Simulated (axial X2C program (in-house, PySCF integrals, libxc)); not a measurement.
## Outer orbitals of SiC at 1.723 Å, BP86

Calculated with an in-house relativistic program for diatomic molecules. Spin-free means the one-electron spin-free X2C Hamiltonian; two-component (2c) means X2C with spin–orbit coupling and atomic mean-field two-electron Coulomb and Gaunt terms, so the difference of the two also holds small scalar two-electron terms. Basis: Si dyall-v3z [8s7p2d1f], C dyall-v3z [7s6p2d1f] (cores contracted in-house); Gaussian nuclei, density fitting, unrestricted open shells. Masses: Si 27.977 u, C 12.000 u.

The distance is close to the 2c PBE0 minimum; the highest filled and lowest empty levels are listed.

Spin-free orbitals, state M_S = 1, Λ = 1 (beyond evenly filled blocks: σα, π+α, π+β, π-α) (Löwdin shares):

```
symmetry  occupied  ε (eV)             atomic character
      σα       yes  -16.38  52% C s, 24% Si s, 11% Si p
      σβ       yes  -14.96  47% C s, 30% Si s, 10% Si p
      σα       yes  -10.02   37% Si s, 30% C p, 16% C s
      σβ       yes   -8.87  40% Si s, 25% Si p, 16% C s
      σα       yes   -6.85  48% C p, 30% Si p, 16% Si s
     π-α       yes   -6.72   62% C p, 32% Si p, 3% Si d
     π+α       yes   -6.72   62% C p, 32% Si p, 3% Si d
     π+β       yes   -5.66   50% C p, 46% Si p, 2% Si d
     π-β        no   -5.66   50% C p, 46% Si p, 2% Si d
      σβ        no   -4.91   57% C p, 22% Si p, 11% C s
     π-α        no   -2.72  59% Si p, 25% C p, 11% Si d
     π+α        no   -2.72  59% Si p, 25% C p, 11% Si d
```

A filled and an empty partner (Λ and −Λ, same spin) share one energy because the functional has no current term.

Spinors with spin–orbit coupling (state Ω = 2):

| ω | occupied | ε (eV) | atomic character | λ mixture |
| --- | --- | --- | --- | --- |
| 1/2 | yes | -16.38 | 52% C s, 24% Si s, 11% Si p | 100% σ |
| -1/2 | yes | -14.96 | 47% C s, 30% Si s, 10% Si p | 100% σ |
| 1/2 | yes | -10.02 | 37% Si s, 30% C p, 16% C s | 100% σ |
| -1/2 | yes | -8.87 | 40% Si s, 25% Si p, 16% C s | 100% σ |
| 1/2 | yes | -6.85 | 48% C p, 30% Si p, 16% Si s | 100% σ |
| -1/2 | yes | -6.72 | 62% C p, 32% Si p, 3% Si d | 100% π |
| 3/2 | yes | -6.71 | 62% C p, 32% Si p, 3% Si d | 100% π |
| 1/2 | yes | -5.67 | 49% C p, 47% Si p, 2% Si d | 100% π |
| -3/2 | no | -5.66 | 50% C p, 46% Si p, 2% Si d | 100% π |
| -1/2 | no | -4.90 | 57% C p, 22% Si p, 11% C s | 100% σ |
| -1/2 | no | -2.72 | 59% Si p, 25% C p, 11% Si d | 100% π |
| 3/2 | no | -2.71 | 59% Si p, 25% C p, 11% Si d | 100% π |

Mulliken charges and populations of the two-component result (they depend on the basis, above all on diffuse functions):

Si 0.10 e (s 5.84 p 7.91 d 0.13 f 0.02), C -0.10 e (s 3.57 p 2.51 d 0.02). ⟨Lz⟩ = 1.00 ħ and ⟨Sz⟩ = 1.00 ħ (0.25 and 0.75 on the two atoms), which add up to Ω.

The state is a single determinant with fixed occupations, the lowest that a limited PBE0 search found. Density functionals use the spin component along the axis (collinear). PBE0 can misorder states that lie within some tenths of an eV, so this need not be the ground state of the molecule. The nearest other spin-free determinant of the search, M_S = 1, Λ = 0, lies 0.29 eV up at the distance of the search. The functionals have no current-density term, which raises determinants with orbital currents, atoms included. With several unpaired electrons one determinant need not be a pure state. Open-shell Ω = 0 determinants with evenly filled partner blocks cannot be reached by this program, so the Ω shown need not be the lowest component.
